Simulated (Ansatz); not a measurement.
# How far each method lies from UCCSDT(Q) for [NH$_{2}$···H···NH], triplet

Geometry: a point of a hydrogen-transfer path between rigid fragments, not a stationary point.

```yaml
atoms:
  - { symbol: N, position_ang: [-1.2462, 0.0138, -0.0277] }
  - { symbol: H, position_ang: [-1.5435, 0.9816, -0.0277] }
  - { symbol: H, position_ang: [-1.5435, -0.3885, 0.8526] }
  - { symbol: H, position_ang: [-0.0762, 0.0138, -0.0277] }
  - { symbol: N, position_ang: [1.3568, 0.0138, -0.0277] }
  - { symbol: H, position_ang: [1.6259, -0.9904, -0.0277] }
```

Basis cc-pVDZ; Ansatz 0.2.0. Correlated methods freeze the noble-gas cores, which leaves 14 electrons in 46 orbitals. Prefix R: restricted or restricted open-shell reference; prefix U: unrestricted. Active spaces: valence = (10e, 10o, short of the full valence) chosen from the atoms' valence shells.

Full CI isn't at hand for all of this; UCCSDT(Q) serves as the reference, and is uncertain by about the last step of the cluster series. The frozen core follows each run's orbitals, which can shift R against U totals by a few meV.

For open shells CISD is restricted-active-space CI with the open shells as a complete middle space.

- UHF ⟨S²⟩: 2.028
- T1 diagnostic (RCCSD): 0.0278
- largest doubles amplitude (RCCSD): 0.024
- T1 diagnostic (UCCSD): 0.0171

Task: From what is known of these methods and the diagnostics, rank them by the size of their error in total energy against UCCSDT(Q) in cc-pVDZ, smallest first (an estimate: the text doesn't fix the numbers).
A. UCCSD(T)
B. RHF
C. RCCSDT(Q)
D. CISD
E. UCCSD

Result: C (0.2 kJ/mol), A (3.7 kJ/mol), E (22.8 kJ/mol), D (99.8 kJ/mol), B (940.5 kJ/mol).

All errors are against UCCSDT(Q) in cc-pVDZ. Within each family the higher level lies nearer, as is usual though not guaranteed.

Natural occupations of CASSCF (valence space) about the gap: 1.978 1.973 1.971 1.001 1.000 0.028 0.027 0.022 0.021; effectively unpaired electrons, Σ n²(2−n)², 2.02.
